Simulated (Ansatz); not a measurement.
System: zinc-blende MgS (metastable phase). Method: r²SCAN0 in Ansatz (plane waves, PAW).

Settings: plane-wave cutoff 520 eV, 8×8×8 k mesh, Fermi–Dirac smearing 0.01 eV, scalar-relativistic PAW data made under PBE.

Computed points:

```tsv
V (Å³/atom)	E − E_lowest (meV/atom)	P (GPa)
21.352	11.85	3.57
21.913	2.69	1.69
22.678	0.00	-0.51
23.037	2.17	-1.42
23.599	9.46	-2.71
```

What bulk modulus B0 and pressure derivative B′ does a third-order Birch–Murnaghan fit give?

V0 = 22.490 Å³/atom, B0 = 62.0 GPa, B′ = 4.0 (fit to the energies at full precision).

Computed values are for the static lattice.

The result took about 13 core-minutes (a rough figure).

Ansatz is an electronic-structure program.
